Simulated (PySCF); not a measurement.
The dipole of cyclopentanol, `OC1CCCC1` from its density and from atomic charges.

Coordinates (PBE0-D3(BJ)/def2-SVP, Å) and charges (e) from the PBE0/pcSseg-1 density (PySCF):

```csv
atom,x,y,z,Mulliken,IAO,Hirshfeld,ESP-fitted
O1,1.286,0.185,1.441,-0.4331,-0.5558,-0.2206,-0.6322
C2,1.146,-0.033,0.054,-0.0254,+0.0968,+0.0394,+0.3361
C3,0.291,-1.279,-0.121,-0.1820,-0.2624,-0.0756,-0.0419
C4,-1.143,-0.801,0.160,-0.2225,-0.2641,-0.0695,-0.0616
C5,-1.138,0.722,-0.116,-0.2155,-0.2630,-0.0715,+0.0304
C6,0.282,1.044,-0.600,-0.2094,-0.2759,-0.0802,-0.1124
H7,1.696,1.047,1.566,+0.2238,+0.3459,+0.1620,+0.3920
H8,2.136,-0.133,-0.432,+0.1029,+0.1098,+0.0288,-0.0543
H9,0.624,-2.088,0.546,+0.1308,+0.1441,+0.0400,+0.0326
H10,0.393,-1.637,-1.158,+0.1158,+0.1292,+0.0372,+0.0138
H11,-1.409,-0.997,1.208,+0.1297,+0.1401,+0.0363,+0.0379
H12,-1.878,-1.336,-0.459,+0.1171,+0.1316,+0.0346,+0.0125
H13,-1.354,1.274,0.810,+0.1219,+0.1360,+0.0333,+0.0049
H14,-1.900,1.024,-0.850,+0.1186,+0.1324,+0.0349,-0.0002
H15,0.613,2.066,-0.351,+0.1127,+0.1250,+0.0341,+0.0118
H16,0.357,0.943,-1.696,+0.1146,+0.1303,+0.0375,+0.0305
```

**Question.** Form Σ q r in debye for every column and set it beside the full dipole.

**Answer.** The full density gives (0.38, 1.04, -1.01) D, 1.50 D in size; dipole vectors point from the negative to the positive end.

```
    scheme     μx    μy     μz  size (D)  share of the full size (%)  angle to the full dipole (°)
  Mulliken  -0.75  0.23  -1.82      1.98                         132                            53
       IAO   0.23  0.83  -1.66      1.87                         124                            20
 Hirshfeld   0.29  0.47  -0.44      0.71                          47                            10
ESP-fitted   0.35  1.01  -0.99      1.46                          97                             1
```

**Question.** Which set comes closest?

**Answer.** Length of the difference vector: ESP-fitted 0.04 D, IAO 0.69 D, Hirshfeld 0.82 D, Mulliken 1.60 D. Closest: ESP-fitted. The schemes that divide the density aren't constrained to reproduce the dipole.

**Question.** What is left for the Hirshfeld atoms' own dipoles?

**Answer.** The shares of the density sum to the whole, so what Σ q r misses lies in dipoles about the nuclei. The atomic dipoles sum to (0.38, 1.04, -1.01) − (0.29, 0.47, -0.44) = (0.09, 0.57, -0.57) D, 0.82 D in size.

**Question.** With the origin at the mean of the coordinates, (0.000, 0.000, 0.000) Å, which are the largest single terms, by size, of the ESP-fitted dipole along the direction of the full one?

**Answer.** O1 +1.58, C6 -0.65, C2 +0.37, H11 -0.34, C4 +0.28 D; all 16 atoms together +1.46 D. The single terms depend on the origin, their sum doesn't.

**Question.** Give the size of the full dipole in other units.

**Answer.** 1.50 D = 0.591 au = 0.313 e·Å = 5.01 × 10⁻³⁰ C·m.

Isolated species at its PBE0-D3(BJ)/def2-SVP geometry (one conformer only).

These values come from a run that also computed NMR shieldings. On Arm Neoverse V1, one thread, no GPU, on a shared host, this took 15 s.
